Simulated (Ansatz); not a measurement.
What does this script print? It uses Ansatz 0.2.0 through its Python package.

`cas_ch2s2.py`
```python
"""Active-space calculation on CH2S2."""

import logging
import sys

import ansatz as az
from ase import Atoms

logging.basicConfig(stream=sys.stdout, format="%(levelname)s:%(name)s:%(message)s")
logger = logging.getLogger("ch2s2")
logger.setLevel(logging.INFO)

atoms = Atoms(["C", "S", "S", "H", "H"], positions=[
    (-0.0151, 0.1562, -0.2123),
    (0.241, 0.0337, 1.4487),
    (0.0917, -1.4728, 0.0464),
    (-0.9857, 0.5404, -0.4987),
    (0.7181, 0.6687, -0.8255),
])
molecule = az.Crystal.molecule_from_ase(atoms)

job = (
    molecule.calculation()
    .basis(gaussian="cc-pVDZ")
    .correlation(active_electrons=4, active_orbitals=4)
)
for method in ["sc_nevpt2"]:
    rep = (job if method is None else job.correlation(method)).run(threads=1, pin="off").report
    space = rep["configurations"]
    state = space["states"][0]
    print(method or "casscf", f"total {rep['free_energy_ev'] / 27.211386246:.6f} Ha, active-space state {state['energy']['hartree']:.6f} Ha, mean field {rep['reference_energy_ev'] / 27.211386246:.6f} Ha")
    print("  determinants", state["n_determinants"], " natural occupations", [round(n, 3) for n in space["natural_occupations"]])
print("effectively unpaired electrons, sum of min(n, 2 - n):", round(sum(min(n, 2 - n) for n in space["natural_occupations"]), 3))
```

```console
$ python cas_ch2s2.py
sc_nevpt2 total -834.443015 Ha, active-space state -834.079772 Ha, mean field -834.044766 Ha
  determinants 36  natural occupations [1.977, 1.952, 0.05, 0.021]
effectively unpaired electrons, sum of min(n, 2 - n): 0.141
```

Total energies depend on the basis set; only differences at equal settings carry meaning. The geometry is a force-field or estimated start, not a minimum of this method, and the basis set is short of its limit. The active space starts as a window about the frontier orbitals and is then optimised, not chosen by chemistry. Timing: 3.1 s on 1 thread of Intel(R) Xeon(R) 6975P-C (Granite Rapids), on a shared host, peak memory 0.19 GiB.
